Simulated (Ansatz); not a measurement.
Born–Oppenheimer molecular dynamics of CHOSi (4 atoms, charge -1, multiplicity 1). It starts from a relaxed structure.

Level of theory: Ansatz, RKS PBE-D4/def2-SVP.

```
ensemble                      : NVE (velocity Verlet)
time step                     : 0.5 fs
steps asked                   : 300
starting velocities drawn for : 100 K
seed                          : 629890
```

Frames 0.5 fs apart, positions in Å, forces in eV/Å.

Velocities at 75.0 fs (Å/ps):

```
O -1.71 1.57 -1.42
C 0.68 0.72 0.47
Si 0.67 -0.93 0.51
H 0.52 -7.67 2.57
```

```xyz
4
Properties=species:S:1:pos:R:3:forces:R:3 time_fs=75.0 energy_less_start_eV=0.013 T=49
O -0.799 0.520 -0.467 -0.02 -0.04 -0.15
C 0.052 -0.369 0.126 0.17 -0.24 0.50
Si 1.001 -1.456 1.001 -0.18 0.24 -0.33
H -0.268 1.308 -0.693 0.04 0.04 -0.02
4
Properties=species:S:1:pos:R:3:forces:R:3 time_fs=75.5 energy_less_start_eV=0.014 T=47
O -0.800 0.521 -0.468 -0.06 -0.18 -0.10
C 0.053 -0.369 0.126 0.15 -0.24 0.49
Si 1.002 -1.457 1.001 -0.19 0.25 -0.34
H -0.267 1.305 -0.691 0.11 0.17 -0.06
4
Properties=species:S:1:pos:R:3:forces:R:3 time_fs=76.0 energy_less_start_eV=0.015 T=43
O -0.801 0.522 -0.468 -0.10 -0.31 -0.04
C 0.053 -0.369 0.126 0.12 -0.23 0.48
Si 1.002 -1.457 1.001 -0.20 0.26 -0.35
H -0.267 1.301 -0.690 0.18 0.28 -0.09
4
Properties=species:S:1:pos:R:3:forces:R:3 time_fs=76.5 energy_less_start_eV=0.016 T=40
O -0.801 0.522 -0.469 -0.11 -0.41 0.00
C 0.054 -0.368 0.127 0.09 -0.22 0.47
Si 1.002 -1.458 1.002 -0.21 0.27 -0.35
H -0.266 1.299 -0.689 0.22 0.36 -0.12
4
Properties=species:S:1:pos:R:3:forces:R:3 time_fs=77.0 energy_less_start_eV=0.016 T=38
O -0.802 0.523 -0.470 -0.09 -0.48 0.03
C 0.054 -0.368 0.127 0.06 -0.20 0.45
Si 1.003 -1.458 1.002 -0.21 0.28 -0.35
H -0.264 1.297 -0.689 0.24 0.40 -0.13
4
Properties=species:S:1:pos:R:3:forces:R:3 time_fs=77.5 energy_less_start_eV=0.016 T=37
O -0.803 0.524 -0.471 -0.04 -0.49 0.06
C 0.054 -0.368 0.128 0.03 -0.18 0.42
Si 1.003 -1.458 1.002 -0.21 0.28 -0.35
H -0.262 1.296 -0.688 0.22 0.39 -0.13
4
Properties=species:S:1:pos:R:3:forces:R:3 time_fs=78.0 energy_less_start_eV=0.016 T=39
O -0.804 0.524 -0.471 0.05 -0.46 0.07
C 0.055 -0.368 0.129 -0.01 -0.15 0.40
Si 1.003 -1.459 1.002 -0.21 0.28 -0.35
H -0.259 1.296 -0.688 0.17 0.34 -0.12
4
Properties=species:S:1:pos:R:3:forces:R:3 time_fs=78.5 energy_less_start_eV=0.015 T=40
O -0.805 0.525 -0.472 0.16 -0.40 0.07
C 0.055 -0.368 0.130 -0.06 -0.12 0.37
Si 1.003 -1.459 1.002 -0.20 0.27 -0.34
H -0.256 1.297 -0.689 0.10 0.25 -0.09
4
Properties=species:S:1:pos:R:3:forces:R:3 time_fs=79.0 energy_less_start_eV=0.015 T=41
O -0.806 0.525 -0.473 0.29 -0.31 0.06
C 0.056 -0.368 0.130 -0.10 -0.09 0.34
Si 1.004 -1.459 1.002 -0.20 0.27 -0.33
H -0.253 1.298 -0.689 0.01 0.13 -0.06
4
Properties=species:S:1:pos:R:3:forces:R:3 time_fs=79.5 energy_less_start_eV=0.015 T=40
O -0.807 0.525 -0.473 0.42 -0.22 0.05
C 0.056 -0.368 0.131 -0.14 -0.05 0.30
Si 1.004 -1.460 1.002 -0.19 0.26 -0.33
H -0.250 1.300 -0.690 -0.09 0.01 -0.03
4
Properties=species:S:1:pos:R:3:forces:R:3 time_fs=80.0 energy_less_start_eV=0.016 T=37
O -0.808 0.526 -0.474 0.55 -0.13 0.05
C 0.057 -0.368 0.132 -0.19 -0.02 0.27
Si 1.004 -1.460 1.002 -0.18 0.25 -0.32
H -0.247 1.302 -0.690 -0.18 -0.11 0.00
4
Properties=species:S:1:pos:R:3:forces:R:3 time_fs=80.5 energy_less_start_eV=0.017 T=33
O -0.808 0.526 -0.475 0.66 -0.06 0.04
C 0.057 -0.368 0.134 -0.23 0.02 0.24
Si 1.004 -1.460 1.002 -0.17 0.24 -0.31
H -0.244 1.303 -0.691 -0.26 -0.21 0.03
```

Of the whole run (150 fs, mean temperature of the second half 52 K): The conserved energy stayed within 0.024 meV per atom of its start (net change 0.0045 meV per atom), so the integration is sound. The temperature averaged 0.52 of the 100 K drawn at the start: a run that starts near a minimum puts about half its kinetic energy into the potential. A run of 0.15 ps of so small a system gives no equilibrium averages. Limits of this set-up: an anion without diffuse functions, the dipole of an ion depends on the origin.

Run time: 2.9 min on 1 thread of Arm Neoverse V1, with other jobs on the host, peak memory 0.2 GiB.
